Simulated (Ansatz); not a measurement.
**Worked example: ideal-gas entropy of CS2 (carbon disulfide)**

A linear singlet with charge 0, relaxed at PBE0/aug-cc-pVTZ (Ansatz 0.2.0):

```xyz
3

S     1.3605   -0.1564    0.7310
C     0.0000    0.0000    0.0000
S    -1.3605    0.1564   -0.7310
```

Harmonic wavenumbers in cm⁻¹: 408, 408, 689, 1590.

Masses in u: S 32.06, C 12.011. Take T = 298.15 K, p = 1 bar, R = 8.3145 J/(mol K), kT/hc = 207.22 cm⁻¹, rigid rotor and harmonic oscillator.

Q: Work out S° at 298 K.

A: 
1. Translation (Sackur–Tetrode): S = R[3/2 ln M + 5/2 ln T − 1.1517] with M = 76.131 gives 162.9 J/(mol K).
2. Rotation: the moment of inertia is 154.515 u Å², so B = 16.8576/I = 0.1091 cm⁻¹; σ = 2; q = kT/(σhcB) = 949.7; S = R(ln q + 1) = 65.3.
3. Vibration: with u = ν̃/207.22, each mode gives R[u/(eᵘ − 1) − ln(1 − e⁻ᵘ)]; the sum is 9.2, most from 408 cm⁻¹ (3.9), 408 cm⁻¹ (3.9), 689 cm⁻¹ (1.3).
4. Electronic: R ln 1 = 0.0, from the spin multiplicity alone.
5. Sum: 162.9 + 65.3 + 9.2 + 0.0 = 237.4 J/(mol K).

The tabulated value is 237.8 J/(mol K) (CRC Handbook of Chemistry and Physics): the model is off by -0.4.
